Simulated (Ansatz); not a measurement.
Geometry optimisation, Ansatz, RKS PBE-D4/def2-SVP.

input.yaml

```yaml
crystal:
  periodic: [false, false, false]
  atoms:
    - { symbol: O, position_ang: [-0.6113, 0.1556, 1.0487] }
    - { symbol: C, position_ang: [-0.0321, 0.121, -0.2059] }
    - { symbol: O, position_ang: [1.1749, 0.7619, -0.1735] }
    - { symbol: O, position_ang: [0.2135, -1.2128, -0.5185] }
    - { symbol: Cl, position_ang: [-1.0555, 0.8812, -1.4157] }
    - { symbol: H, position_ang: [-1.3881, 0.8342, 0.8553] }
    - { symbol: H, position_ang: [1.8377, 0.0278, 0.0288] }
    - { symbol: H, position_ang: [-0.0469, -1.626, 0.325] }
basis:
  gaussian: { orbitals: def2-SVP }
hamiltonian:
  xc: pbe
  dispersion: d4
relax:
  f_tol: 0.015
  max_steps: 40
```

Launched with:

```bash
$ ansatz run input.yaml --threads 1 --pin off --max-ram 2048MiB --backend cpu --events-out ev --progress --plain --runs-dir out
```

Where does it end, and by what steps?

It converged. After 10 steps the energy has fallen by 0.623 eV; H7 moved furthest, 0.81 Å.

```csv
step,energy less start (eV),largest force component (eV/Å),accepted
0,0.0000,3.170,yes
1,-0.3026,0.989,yes
2,-0.3947,0.766,yes
3,-0.4551,0.616,yes
4,-0.4557,0.989,yes
5,-0.4698,0.559,yes
6,-0.5256,0.396,yes
7,-0.5656,0.496,yes
8,-0.6148,0.251,yes
9,-0.6230,0.040,yes
10,-0.6234,0.012,yes
```

```xyz
8
Properties=species:S:1:pos:R:3
O -0.840 0.181 1.075
C 0.051 -0.033 0.071
O 1.173 0.718 0.229
O 0.348 -1.352 -0.064
Cl -0.809 0.546 -1.603
H -1.079 1.128 1.059
H 1.734 0.577 -0.559
H -0.486 -1.823 -0.262
```

Whether the end is a true minimum wasn't checked by a vibrational analysis.

Time of the run: 17 s on 1 thread of Intel(R) Xeon(R) 6975P-C (Granite Rapids), with other jobs on the host, peak memory 0.14 GiB.
